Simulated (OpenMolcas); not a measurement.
# SO2 (SMILES O=S=O): a chain of runs

We compute a single-point energy (singlet SO2, HF/ANO-RCC-MB), then the energy (singlet SO2, CASSCF(18,12)/ANO-RCC-VQZP), then a single-point energy (singlet SO2, CASPT2(18,12)/ANO-RCC-VQZP), then a single-point energy (singlet SO2, CASPT2(18,12)/ANO-RCC-VQZP) of O2S. 

The calculation is run with OpenMolcas 26.06.

### 1 The system as given

The species is SO2 (3 atoms), meant as a singlet with charge 0. SMILES: `O=S=O`. The shape is that of a PBE0-D4/def2-TZVP optimisation.

Bond lengths: O1–S2 1.431 Å, S2–O3 1.431 Å. Angles: O1–S2–O3 118.9°.

### 2 The energy at HF/ANO-RCC-MB (DKH2) (run 1)

Input file step1.inp:

```
&GATEWAY
  COORD
  3
  bohr
  O     -1.84138693     1.22057410    -0.86834805
  S      0.50931899     0.67535032     0.35298194
  O      1.33206795    -1.89592443     0.51536611
  BASIS=ANO-RCC-MB
  GROUP=NoSym

&SEWARD

&SCF
  PRORBITALS=1 1
```

Started as:

```bash
export MOLCAS_MEM=1860
pymolcas step1.inp > step1.log
```

What it wrote, shortened:

```text
--- Start Module: gateway ---
[...]
--- Stop Module: gateway /rc=_RC_ALL_IS_WELL_ ---
--- Start Module: seward ---
[...]
      Basis functions           19
--- Stop Module: seward /rc=_RC_ALL_IS_WELL_ ---
[...]
--- Start Module: scf ---
[...]
       Convergence after  10 Iterations
[...]
::    Total SCF energy                               -547.9312365394
[...]
      Total spin, S                                     0.0000000000
[...]
      Total electronic charge=   32.000000
      Total            charge=   -0.000000
[...]
      Dipole Moment (debye):
      Origin of the operator (angstrom)=    0.0673    0.0893    0.0467
                   X=  1.2220E+00               Y=  1.6203E+00               Z=  8.4690E-01           Total=  2.1991E+00
      Quadrupole Moment (debye*angstrom):
[...]
--- Stop Module: scf /rc=_RC_ALL_IS_WELL_ ---
[...]
```

Wall time 3.3 s (1 thread of AMD EPYC 7R43 (Zen 3), shared host); peak memory 0.37 GiB.

### 3 A single-point energy at CASSCF(18,12)/ANO-RCC-VQZP (DKH2, RICD fitting) (run 2)

Input file step2.input:

```
* O2S CASSCF

&GATEWAY
 Coord
 3
 bohr
 O     -1.84138693     1.22057410    -0.86834805
 S      0.50931899     0.67535032     0.35298194
 O      1.33206795    -1.89592443     0.51536611
 Basis=ANO-RCC-MB
 Group=NoSym

&SEWARD

&RASSCF
 FileOrb=$CurrDir/step1.ScfOrb
 Spin=1
 Nactel=18 0 0
 Inactive=7
 Ras2=12
 OrbListing=Nothing
>>> COPY $Project.RunFile RUNFIL1
>>> COPY $Project.RasOrb INPORB

&GATEWAY
 Coord
 3
 bohr
 O     -1.84138693     1.22057410    -0.86834805
 S      0.50931899     0.67535032     0.35298194
 O      1.33206795    -1.89592443     0.51536611
 Basis=ANO-RCC-VQZP
 Group=NoSym
 RICD

&SEWARD
>>> COPY $Project.RunFile RUNFIL2

&EXPBAS

&RASSCF
 FileOrb=$Project.ExpOrb
 Spin=1
 Nactel=18 0 0
 Inactive=7
 Ras2=12
 OrbListing=Nothing
```

Started as:

```bash
export MOLCAS_MEM=1860
pymolcas step2.input > step2.log
```

What it wrote, shortened:

```text
--- Start Module: gateway ---
[...]
--- Stop Module: gateway /rc=_RC_ALL_IS_WELL_ ---
[...]
      Basis functions           19
[...]
      Number of active orbitals                 12
[...]
      Spin quantum number                      0.0
[...]
      Active orbitals                           12
[...]
      Number of CSFs                         15730
[...]
      Number of root(s) required                 1
[...]
      Convergence after  5 iterations
[...]
      printout of CI-coefficients larger than  0.05 for root  1
      energy=    -548.121077
      conf/sym  111111111111     Coeff  Weight
             1  222222222000   0.92140 0.84898
             5  222222220200  -0.25234 0.06368
            16  222222u2dud0  -0.09824 0.00965
            21  222222u2udd0  -0.10510 0.01105
            36  222222022020  -0.06694 0.00448
            55  2222222udu0d  -0.07945 0.00631
[...]
      Natural orbitals and occupation numbers for root  1
      sym 1:   1.998620   1.998196   1.996705   1.988057   1.975941   1.989234   1.951058   1.961401   1.818115   0.210303
               0.063813   0.048556
[...]
::    RASSCF root number  1 Total energy:   -548.12107677
[...]
      Basis functions          169
[...]
--- Start Module: expbas ---
[...]
--- Stop Module: expbas /rc=_RC_ALL_IS_WELL_ ---
--- Start Module: rasscf ---
[...]
      Convergence after 13 iterations
[...]
      Natural orbitals and occupation numbers for root  1
      sym 1:   1.999151   1.999091   1.995787   1.987464   1.977549   1.988844   1.969492   1.976596   1.936574   0.089827
               0.044581   0.035044
[...]
::    RASSCF root number  1 Total energy:   -548.63527745
[...]
      Total electronic charge=   32.000000
      Total            charge=   -0.000000
[...]
      Dipole Moment (debye):
      Origin of the operator (angstrom)=    0.0673    0.0893    0.0467
                   X=  8.8628E-01               Y=  1.1752E+00               Z=  6.1424E-01           Total=  1.5950E+00
      Quadrupole Moment (debye*angstrom):
[...]
--- Stop Module: rasscf /rc=_RC_ALL_IS_WELL_ ---
[...]
```

It took 81 s on 1 thread of AMD EPYC 7R43 (Zen 3), shared host; peak memory 0.37 GiB.

Run 3 isn't shown in full; the table further down has it.

### 4 The distorted shape: a single-point energy at CASPT2(18,12)/ANO-RCC-VQZP (DKH2, RICD fitting, ipea shift 0.25 Eh, pt2 variant SS) (run 4)

Input file step4.input:

```
&gateway
 coord
 3
 angstrom
 O       -2.840329       1.078680      -1.428960
 S        0.269520       0.357380       0.186790
 O        0.704900      -1.003280       0.272720
 basis
 ANO-RCC-VQZP
 group
 NoSym
 ricd

&seward

&rasscf
 fileorb
 $CurrDir/step2.RasOrb
 spin
 1
 nactel
 18 0 0
 inactive
 7
 ras2
 12
 orblisting
 Nothing

&caspt2
 imaginary
 0.2
```

Started as:

```bash
export MOLCAS_MEM=1860
pymolcas step4.input > step4.log
```

What it wrote, shortened:

```text
--- Start Module: gateway ---
[...]
--- Stop Module: gateway /rc=_RC_ALL_IS_WELL_ ---
[...]
      Basis functions          169
[...]
--- Start Module: rasscf ---
[...]
      Number of active orbitals                 12
[...]
      Spin quantum number                      0.0
[...]
      Active orbitals                           12
[...]
      Number of CSFs                         15730
[...]
      Number of root(s) required                 1
[...]
      Convergence after 26 iterations
[...]
      printout of CI-coefficients larger than  0.05 for root  1
      energy=    -548.456503
      conf/sym  111111111111     Coeff  Weight
             1  222222222000  -0.37806 0.14293
             2  22222222ud00  -0.34936 0.12205
             5  222222220200   0.36517 0.13335
            13  222222u220d0  -0.07206 0.00519
            16  222222u2dud0   0.38669 0.14953
            21  222222u2udd0  -0.29790 0.08874
[...]
      Natural orbitals and occupation numbers for root  1
      sym 1:   1.999243   1.999959   1.998027   1.973806   1.973834   1.971000   1.103776   1.999992   1.036018   0.989658
               0.922004   0.032682
[...]
::    RASSCF root number  1 Total energy:   -548.45650330
[...]
      Total electronic charge=   32.000000
      Total            charge=   -0.000000
[...]
      Dipole Moment (debye):
      Origin of the operator (angstrom)=   -0.3993    0.1975   -0.1958
                   X= -3.5126E-01               Y=  1.2271E+00               Z= -5.4921E-02           Total=  1.2776E+00
      Quadrupole Moment (debye*angstrom):
[...]
--- Stop Module: rasscf /rc=_RC_ALL_IS_WELL_ ---
[...]
--- Start Module: caspt2 ---
[...]
      E2 (Variational):          -0.5331978712
      Total energy:            -548.9897011725
[...]
      Reference weight:           0.87431
[...]
::    CASPT2 Root  1     Total energy:   -548.98970117
[...]
--- Stop Module: caspt2 /rc=_RC_ALL_IS_WELL_ ---
[...]
```

Wall time 3.9 min (1 thread of AMD EPYC 7R43 (Zen 3), shared host); peak memory 0.58 GiB.

### 5 The series

| run | level | integral approximation | active rule | partner | energy (Eh) | dipole moment (D) of the reference | wall time |
| --- | --- | --- | --- | --- | --- | --- | --- |
| 1 | HF/ANO-RCC-MB (DKH2) | none | – | base | -547.931237 | 2.20 | 3.3 s |
| 2 | CASSCF(18,12)/ANO-RCC-VQZP (DKH2, RICD fitting) | RICD | full valence | base | -548.635277 | 1.59 | 81 s |
| 3 | CASPT2(18,12)/ANO-RCC-VQZP (DKH2, RICD fitting, ipea shift 0.25 Eh, pt2 variant SS) | RICD | full valence | base | -549.201155 | 1.59 | 90 s |
| 4 | CASPT2(18,12)/ANO-RCC-VQZP (DKH2, RICD fitting, ipea shift 0.25 Eh, pt2 variant SS) | RICD | full valence | O1–S2 3.58 Å | -548.989701 | 1.28 | 3.9 min |

### 6 What came out

| quantity | value |
| --- | --- |
| distorted shape: total energy | -548.98970 Eh |
| distorted shape: dipole moment (CASSCF density) | 1.28 D |
| energy change with the O1–S2 bond stretched from 1.431 to 3.578 Å | 5.754 eV |

In words: With the O1–S2 bond stretched from 1.431 to 3.578 Å the energy rises by 5.75 eV (133 kcal/mol). The first shape isn't relaxed at this level, so the change isn't measured from a minimum. In run 1 the basis is minimal, so the values are rough. All runs together took 6.8 min, the longest 3.9 min.
